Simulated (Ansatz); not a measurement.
InSe (R3m, No. 160)

Method: LDA in Ansatz (PAW).

Run with plane-wave cutoff 500 eV, 12×12×12 k mesh, gaussian smearing 0.02 eV, scalar-relativistic PAW data made under PBE.

Cell (relaxed at this level):

```xyz
4
Lattice="1.9865 1.1469 8.1287 -1.9865 1.1469 8.1287 0.0000 -2.2938 8.1287" Properties=species:S:1:pos:R:3 pbc="T T T"
In     0.0000     0.0000     2.7395
In     0.0000     0.0000    -0.0029
Se     0.0000     0.0000    14.9872
Se     0.0000     0.0000    20.2625
```

```
Property                        Value
--------  ---------------------------
band gap  0.20 eV (on the SCF k mesh)
```

Spin–orbit coupling is not included.

Computed values are for the static lattice.

It cost very roughly 12 core-minutes of CPU time.

Ansatz is a quantum-chemistry and plane-wave program.
